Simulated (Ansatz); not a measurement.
One stationary structure of Nb. Method: PBEsol (plane waves to 420 eV, PAW, scalar-relativistic; Ansatz, a quantum-chemistry and plane-wave program).

```
CELL_PARAMETERS angstrom
     -1.63562     1.63562     1.63562
      1.63562    -1.63562     1.63562
      1.63562     1.63562    -1.63562
ATOMIC_POSITIONS crystal
  Nb 0.00000 0.00000 0.00000
```

Task: Determine the symmetry and give the standard cell with its independent sites.

Result: Space group Im-3m (No. 229); a = 3.2712 Å, b = 3.2712 Å, c = 3.2712 Å, α = 90.00°, β = 90.00°, γ = 90.00°

| atom | site | symmetry | x | y | z |
|---|---|---|---|---|---|
| Nb | 2a | m-3m | 0.0000 | 0.0000 | 0.0000 |

This is the bcc (W type).

Task: Give the shortest distances between elements (the closest pairs, up to four, under 3.6 Å).

Result: Nb–Nb 2.83 Å.

```json
{
 "volume_per_atom": "17.50 Å³",
 "band_gap": "no gap (metallic)"
}
```

No spin polarisation in the result.

Measured for Nb: a 3.294 Å (static lattice; corrected from measurement; as listed in Daniel Mejia-Rodriguez, S. B. Trickey, Phys. Rev. B (2018)). Computed minus measured — a: PBEsol -0.7 %. The computed values are for a static lattice.

The run could not lose the symmetry of its start.

It was reached from a disturbed copy of a P6₃/mmc (No. 194) cell (AFLOW prototype A_hP4_194_ac (A3', as in La)), against which it lies -0.30 eV/atom.
